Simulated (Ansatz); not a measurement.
Mulliken charges of `C/N=C/S` from ωB97M-V/def2-TZVPP in Ansatz (PBE0-D4/def2-TZVP geometry).

| atom | x (Å) | y (Å) | z (Å) | charge (e) |
| --- | --- | --- | --- | --- |
| C1 | -0.059 | 1.460 | 0.196 | -0.192 |
| N2 | 0.415 | 0.175 | 0.633 | -0.207 |
| C3 | 0.096 | -0.832 | -0.044 | -0.040 |
| S4 | 0.641 | -2.430 | 0.433 | -0.042 |
| H5 | -0.672 | 1.417 | -0.716 | 0.072 |
| H6 | -0.649 | 1.918 | 0.995 | 0.119 |
| H7 | 0.795 | 2.118 | 0.015 | 0.119 |
| H8 | -0.524 | -0.795 | -0.950 | 0.074 |
| H9 | 0.044 | -3.078 | -0.579 | 0.097 |

By hand: the dipole of these point charges (1 e Å = 4.8032 D).

Σ q r = (-0.171, 0.044, -0.243) e Å, of length 0.300 e Å = 1.44 D.

How does the dipole of the full density compare? (An estimate is asked.)

Ansatz gave: (-0.287, 0.028, -0.417) e Å, 2.44 D; the point charges give 0.59 times that, at 5° from its direction.

Point charges leave out the atoms' own dipoles, such as those of lone pairs, and Mulliken's split depends on the basis, so the two needn't agree.
